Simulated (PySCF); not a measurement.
Species: hydroxy acetaldehyde, C2H4O2.
Structure used (PBE0-D3(BJ)/def2-SVP), in Å, numbered top down from 1:
```xyz
8
C2H4O2 angstrom
O      0.5182   -1.5644   -0.5540
C      0.6701   -0.6525    0.2185
C     -0.2020    0.5681    0.1606
O     -1.1360    0.4821   -0.8498
H      1.4622   -0.6734    1.0063
H      0.4703    1.4460    0.0472
H     -0.6686    0.6852    1.1626
H     -0.9759   -0.3768   -1.2752
```

Level of theory: core-valence-separated Tamm–Dancoff BHandHLYP/aug-pcX-1 (pcseg-1 on H) in PySCF, non-relativistic, gas phase, PBE0-D3(BJ)/def2-SVP geometry. Absolute energies from this functional tend to lie a few eV below measured edges; no shift was applied.

Question: Give energies, oscillator strengths and core holes at the C K edge.

Answer: 
```tsv
E (eV)	f	core hole on	main final orbital	polarisation
283.15	0.0807	C2	LUMO (88 %)	normal to the local trigonal plane
285.94	0.0004	C3	LUMO (97 %)	–
287.07	0.0248	C3	LUMO+1 (58 %)	–
287.63	0.0166	C3	LUMO+2 (40 %)	–
287.74	0.0404	C3	LUMO+4 (70 %)	–
288.36	0.0237	C2	LUMO+1 (70 %)	in the local trigonal plane
288.84	0.0003	C3	LUMO+3 (65 %)	–
289.37	0.0008	C2	LUMO+2 (59 %)	–
289.62	0.0005	C3	LUMO+5 (53 %)	–
289.94	0.0015	C2	LUMO+3 (49 %)	in the local trigonal plane
289.99	0.0032	C2	LUMO+4 (86 %)	normal to the local trigonal plane
```

The first line with a tenth or more of the strongest one's intensity is at 283.15 eV (f = 0.081), with the hole on C2 (aldehyde carbon), polarised normal to the local trigonal plane: a 1s→π* resonance. It is also the strongest listed.

Question: Give energies, oscillator strengths and core holes at the O K edge.

Answer: 
```tsv
E (eV)	f	core hole on	main final orbital	polarisation
528.63	0.0515	O1	LUMO (92 %)	normal to the local trigonal plane
533.00	0.0003	O4	LUMO (99 %)	–
533.06	0.0095	O4	LUMO+2 (56 %)	–
534.15	0.0008	O1	LUMO+3 (44 %)	–
534.22	0.0050	O4	LUMO+1 (71 %)	–
534.64	0.0431	O4	spread	–
534.70	0.0009	O1	LUMO+1 (67 %)	–
534.91	0.0066	O4	LUMO+3/LUMO+4 (2 roots, f summed)	–
535.31	0.0043	O1	LUMO+3 (42 %)	in the local trigonal plane
535.43	0.0005	O1	LUMO+4 (87 %)	–
```

The first line with a tenth or more of the strongest one's intensity is at 528.63 eV (f = 0.052), with the hole on O1 (aldehyde oxygen), polarised normal to the local trigonal plane: a 1s→π* resonance. It is also the strongest listed.

Roots within 0.03 eV whose holes lie on the same, on equivalent or on shared atoms are summed into one line, and the highest roots are left out, as the search may have cut off their partners. Final orbitals are the ground state's empty Kohn–Sham orbitals. A dash: too weak, shared between unlike atoms, or no plane or axis to refer to.

Question: What are the wavelength and the wavenumber of the 288.36 eV line?

Answer: λ = 12398.42 eV Å/288.36 eV = 42.996 Å; 2.3258 × 10⁶ cm⁻¹.

The ionisation thresholds weren't computed; near and above them a finite basis only mimics Rydberg series and continuum.

Cost: about 12 s of CPU time on one thread; the machine was shared, so the figure is rough.

One conformer stands for the species.
